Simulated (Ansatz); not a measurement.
# C2H4F: the cost of one run

Program: Ansatz 0.2.0, Gaussian basis. Level of theory: PBE0-D4/def2-SVPD. These are calculated values, not measurements.

1 further run of the same task is left out (it didn't finish).

### Step 1. Where the work starts

SMILES `C[CH-]F`, 7 atoms, charge -1, spin multiplicity 1.

Atoms are counted from 1 here; the program's logs count them from 0.

Bond lengths: C1–C2 1.534 Å, C1–H4 1.112 Å, C1–H5 1.097 Å, C1–H6 1.097 Å, C2–H7 1.137 Å. Angles: C2–C1–H4 116.8°, C2–C1–H5 108.1°, C2–C1–H6 110.3°, H4–C1–H5 107.2°, H4–C1–H6 106.6°, H5–C1–H6 107.5°, C1–C2–H7 105.5°.

As a file:

```xyz
7
C2H4F
C    -0.4930    0.3603   -0.0919
C     0.9690   -0.0473    0.1287
F     0.8980   -1.1189    1.1932
H    -1.2115   -0.4571   -0.3218
H    -0.5274    1.0673   -0.9305
H    -0.8806    0.8789    0.7942
H     1.2455   -0.6832   -0.7721
```

### Step 2. Dynamics

The input, md/in.yaml:

```yaml
crystal:
  periodic: [false, false, false]
  atoms:
    - {symbol: C, position_ang: [-0.493040, 0.360290, -0.091850]}
    - {symbol: C, position_ang: [0.969020, -0.047280, 0.128740]}
    - {symbol: F, position_ang: [0.898020, -1.118910, 1.193240]}
    - {symbol: H, position_ang: [-1.211500, -0.457090, -0.321760]}
    - {symbol: H, position_ang: [-0.527430, 1.067250, -0.930470]}
    - {symbol: H, position_ang: [-0.880610, 0.878910, 0.794150]}
    - {symbol: H, position_ang: [1.245550, -0.683170, -0.772050]}
basis:
  gaussian: {orbitals: def2-SVPD}
total_charge: -1
hamiltonian: {xc: pbe0, dispersion: d4}
md: {n_steps: 40, timestep: 0.25, temperature: 200, ensemble: nvt_nose_hoover, seed: 327, initial_velocities: maxwell_boltzmann}
```

The run is started by

```console
$ ansatz run in.yaml --threads 2 --pin off --events-out ev --progress --plain --max-ram 3481MiB
```

What time and memory should one allow on 2 threads of AMD EPYC 9R45, shared host?

About 17 s, with a peak of 0.17 GiB.
